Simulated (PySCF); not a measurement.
C3H7NO.
SMILES: `C/N=C/OC`

A PySCF run (density fitting, gas phase, GFN2-xTB geometry) gave HOMO -9.67 eV, LUMO 3.20 eV, dipole 0.41 D.

Question: Which of these levels was it?
A. HCTH407/6-311+G(2d,p)
B. PBE0/def2-SVPD
C. B97-2/pcSseg-1
D. PBE0/pcSseg-1
E. wB97X/pcSseg-1

Answer: E. It is wB97X/pcSseg-1. All candidates on this geometry:

| level and settings | kind | basis functions | SCF cycles | E (Eh) | HOMO (eV) | LUMO (eV) | dipole (D) |
| --- | --- | --- | --- | --- | --- | --- | --- |
| HCTH407/6-311+G(2d,p), fitting basis def2-qzvpp-jkfit | GGA | 177 | 11 | -248.5337 | -6.15 | -0.63 | 0.16 |
| B97-2/pcSseg-1, start guess atom | global hybrid | 120 | 11 | -248.3662 | -7.07 | 0.79 | 0.34 |
| PBE0/def2-SVPD | global hybrid | 159 | 14 | -248.0283 | -7.43 | 0.62 | 0.33 |
| PBE0/pcSseg-1 | global hybrid | 120 | 14 | -248.1662 | -7.31 | 0.87 | 0.37 |
| wB97X/pcSseg-1, start guess vsap, energy threshold 1e-08 Eh | range-separated hybrid | 120 | 10 | -248.3902 | -9.67 | 3.20 | 0.41 |

The nearest other candidate, by the summed differences of HOMO and LUMO, is PBE0/pcSseg-1: its HOMO differs by +2.36 eV and its LUMO by -2.33 eV. Cycle counts include a coarse-grid stage where the run had one. All basis functions are spherical, in the Pople sets too.

Conformer computed: `[CH3:1]/[N:2]=[CH:3]/[O:4][CH3:5]`: N2–C3–O4–C5 0°.
